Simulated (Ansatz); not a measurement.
**doublet CF: levels of theory in one basis**

```json
{"atom": "C", "x (Å)": "0.0000", "y (Å)": "0.0000", "z (Å)": "0.0000"}
{"atom": "F", "x (Å)": "0.0000", "y (Å)": "0.0000", "z (Å)": "1.2084"}
```

Basis set: def2-SVP (spherical functions). Correlated methods keep 2 orbitals frozen. Correlation on ROHF uses semicanonical orbitals with singles. Charge 0, multiplicity 2.

Computed with Ansatz (development build ahead of 0.2.0); each method stands on the lowest determinant of its kind that the runs found.

| method | E − E(ROHF) (eV) | <S²> of the determinant |
| --- | --- | --- |
| ROHF | 0.00 | 0.75 |
| UHF | -0.12 | 0.76 |
| ROHF-MP2 | -7.32 | – |
| UHF-MP2 | -7.31 | 0.76 |

What does ROHF-CCSD(T) give on the same scale?

-7.94 eV.

Is a single determinant a sound starting point here?

By this sign, yes. Unrestricted orbitals gain 0.12 eV and <S²> is 0.76 against 0.75 for a pure state.
